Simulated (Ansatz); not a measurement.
System: bcc Ta. Method: HSE06 (PAW; Ansatz, an electronic-structure program).

Run with plane-wave cutoff 460 eV, 14×14×14 k mesh, Fermi–Dirac smearing 0.05 eV, scalar-relativistic PAW data made under PBE.

Computed at the level's own relaxed cell.

Question: Predict the volume per atom, bulk modulus B0 and lattice parameter a.

Answer: 
* **volume per atom**: 18.07 Å³/atom
* **bulk modulus B0**: 198 GPa
* **lattice parameter a**: 3.306 Å

Measured, for comparison: equilibrium volume per atom 17.95 Å³/atom, lattice constant a 3.299 Å (static lattice: zero-point anharmonic expansion removed; as tabulated in Mejia-Rodriguez and Trickey (2018), arXiv:1807.09216); bulk modulus 198 GPa (corrected for temperature and zero-point phonon effects, our sources range from 194 to 203; as tabulated in Levämäki et al. (2014), arXiv:1402.3671). Computed (rounded) less measured: equilibrium volume per atom +0.7 %, bulk modulus 0.0 % (inside the range of the sources held), lattice constant a +0.2 %.

Spin–orbit coupling is not included.

Cost on a shared machine: around 28 core-minutes (rough).
